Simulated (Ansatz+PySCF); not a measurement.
Values are calculated unless marked as measured or tabulated.
## Ansatz (development build ahead of 0.2.0) run

```yaml
crystal:
  periodic: [false, false, false]
  atoms:
    - { symbol: C, position_ang: [0.0, 0.0, -1.41816] }
    - { symbol: O, position_ang: [0.0, 0.0, 1.06362] }
basis:
  gaussian: { orbitals: STO-3G }
hamiltonian:
  xc: pbe0
scf:
  omitted_lower_state_checks: [stability, starts, atomic_configurations, cluster_reference, orbital_swaps, given_window_search, neighbouring_geometries, increment]
output:
  forces: true
```

The input is written out in the form of the current development build from the run's settings.

Results

```json
{"Converged": "yes", "Total energy": "-111.13099 hartree", "Spin squared of the determinant": "0.000"}
```

Forces (eV/Å):
```
atom     Fx     Fy      Fz
  C1  0.000  0.000   6.026
  O2  0.000  0.000  -6.026
```

Caution: an unrestricted determinant lies well below.
